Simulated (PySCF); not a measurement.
Planning a spin–spin coupling job on tert-butyl methyl ether, `COC(C)(C)C`.

Method: B3LYP/pcJ-1 indirect spin-spin coupling, non-relativistic, gas phase (PySCF 2.14.0, density-fitted response routines). Geometry: GFN2-xTB. Work: spin–spin couplings from 17 perturbed nuclei, spin–dipole term left out, density fitting. A driver script takes a list of jobs; this job's settings line and coordinates (Å) are shown.

Input:
```
{"job": {"kind": "j", "xc": "B3LYP", "basis": "pcJ-1"}, "charge": 0, "multiplicity": 1}
C      2.057246     0.416403     0.351145
O      0.763679     0.520535     0.885969
C     -0.322500     0.014719     0.108503
C     -0.191978    -1.494380    -0.139302
C     -1.552082     0.288735     0.980214
C     -0.461905     0.757153    -1.227591
H      2.357262    -0.623808     0.185567
H      2.715602     0.856485     1.098900
H      2.166835     0.972990    -0.585640
H     -1.117310    -1.875895    -0.561988
H      0.615419    -1.713991    -0.834194
H      0.002989    -2.008100     0.799358
H     -1.444489    -0.220837     1.933593
H     -2.456178    -0.057941     0.488312
H     -1.633786     1.355071     1.171024
H      0.350653     0.508035    -1.906301
H     -0.459458     1.831253    -1.056243
H     -1.398758     0.479890    -1.702983
```

Hardware: one thread of an x86-64 server, shared host.

Task: How large is the basis?

Result: 282 functions for 50 electrons, with 1019 fitting functions; the fitted three-index integrals, 1019 × 282 × 283/2 numbers of 8 bytes, come to 310 MiB.

Task: Which is nearest to the wall time?
A. 6.8 s
B. 54 s
C. 7.3 min

Result: B. The run took 54 s. The SCF took 13 cycles.

Task: At this speed, how long would 500 such jobs take on 96 cores, one job a core?

Result: 500/96 gives 6 rounds of 54 s, about 5.4 min of wall time and 7.5 core-hours, if the jobs don't slow each other.

The SCF part of the output:
```
coarse grid: 13960 points
cycle   1  E = -272.8239301441  dE =  3.827e-01  |g| = 7.264e-01  |ddm| = 3.024e+00
cycle   2  E = -272.7136538407  dE =  1.103e-01  |g| = 1.059e+00  |ddm| = 1.666e+00
cycle   3  E = -272.9298427787  dE = -2.162e-01  |g| = 1.412e-01  |ddm| = 1.166e+00
cycle   4  E = -272.9331502621  dE = -3.307e-03  |g| = 4.789e-02  |ddm| = 1.219e-01
cycle   5  E = -272.9336235615  dE = -4.733e-04  |g| = 5.503e-03  |ddm| = 3.737e-02
cycle   6  E = -272.9336282687  dE = -4.707e-06  |g| = 2.329e-03  |ddm| = 6.118e-03
final grid: 131712 points
cycle   7  E = -272.9956498856  dE = -1.528e-04  |g| = 9.858e-03  |ddm| = 2.883e-02
cycle   8  E = -272.9956319374  dE =  1.795e-05  |g| = 1.338e-02  |ddm| = 1.734e-02
cycle   9  E = -272.9956717593  dE = -3.982e-05  |g| = 1.378e-03  |ddm| = 1.030e-02
cycle  10  E = -272.9956720099  dE = -2.506e-07  |g| = 7.368e-04  |ddm| = 1.765e-03
cycle  11  E = -272.9956721078  dE = -9.795e-08  |g| = 1.056e-04  |ddm| = 6.552e-04
cycle  12  E = -272.9956721100  dE = -2.183e-09  |g| = 2.694e-05  |ddm| = 9.158e-05
cycle  13  E = -272.9956721102  dE = -1.487e-10  |g| = 3.183e-06  |ddm| = 2.135e-05
converged SCF energy = -272.9956721102
```

On the final grid dE counts from the start density on that grid.

Times come from a shared host and carry two figures at best.
